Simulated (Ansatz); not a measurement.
# AlHO₂+ (doublet): from Hartree-Fock to the top rungs, cc-pVTZ

An exercise on one series of results from a longer session: the logs are not shown, and one member is left open.

Computed with Ansatz 0.2.0, Gaussian basis. Level: cc-pVTZ, core rule «outside noble gas», up to 7 orbitals frozen.

Plan: UHF; CCSD(T) on ROHF; CCSD(T) on UHF; BCCD(T) on ROHF; CCSDT(Q) on ROHF; CCSDT(Q) on UHF.

3 further runs of the same task are left out: 3 set aside as unsound or not needed. Runs told in other sessions of the task aren't counted.

**The system**

The geometry is a PBE0/def2-TZVP stationary point (not a proven minimum) of the parent state, kept for this charge and spin.

4 atoms, charge 1, spin multiplicity 2.

Atoms are counted from 1 here; the program's logs count them from 0.

Bond lengths: O1–Al2 1.596 Å, Al2–O3 1.631 Å, O3–H4 0.946 Å. Angles: O1–Al2–O3 180.0°, Al2–O3–H4 180.0°.

Set-up of the first run:

File in.yaml:

```yaml
crystal:
  periodic: [false, false, false]
  atoms:
    - {symbol: O, position_ang: [0.000000, 0.000000, -2.248625]}
    - {symbol: Al, position_ang: [0.000000, 0.000000, -0.653025]}
    - {symbol: O, position_ang: [0.000000, 0.000000, 0.977875]}
    - {symbol: H, position_ang: [0.000000, 0.000000, 1.923775]}
basis:
  gaussian: {orbitals: cc-pVTZ}
total_charge: 1
magnetization: {spin_polarized: true, initial_magnetization: 1}
hamiltonian: {xc: hf}
output: {orbitals: {seedname: orbitals}}
```

Started as:

```
> ansatz run in.yaml --threads 1 --pin off --events-out ev --progress --plain --max-ram 4096MiB --backend cpu
```

Among the steps run: UHF; CCSD(T) on ROHF; CCSD(T) on UHF; BCCD(T) on ROHF; CCSDT(Q) on ROHF; CCSDT(Q) on UHF.

One of the session's tables, all rows but one given; the rest of the session is left out.

| method | from UCCSDT(Q) (kcal/mol) |
| --- | --- |
| ROHF | +318.79 |
| UHF | +316.06 |
| RMP2 | ? |
| UMP2 | +18.95 |
| RCCSD | +10.87 |
| UCCSD | +10.81 |
| RCCSD(T) | +0.85 |
| UCCSD(T) | +0.83 |
| BCCD(T) | +0.80 |
| RCCSDT | +0.52 |
| UCCSDT | +0.49 |
| RCCSDT(Q) | +0.11 |
| UCCSDT(Q) | 0 |

Q: Estimate the row for RMP2 from the others.

The run gave: from UCCSDT(Q) (kcal/mol): +18.73. In the column «from UCCSDT(Q) (kcal/mol)» it lies between RCCSD (+10.87) and UMP2 (+18.95).

To keep in mind: Restricted and unrestricted rows rest on different reference determinants; a gap between their highest levels can come from leftover correlation error, from unlike frozen cores or from another state.
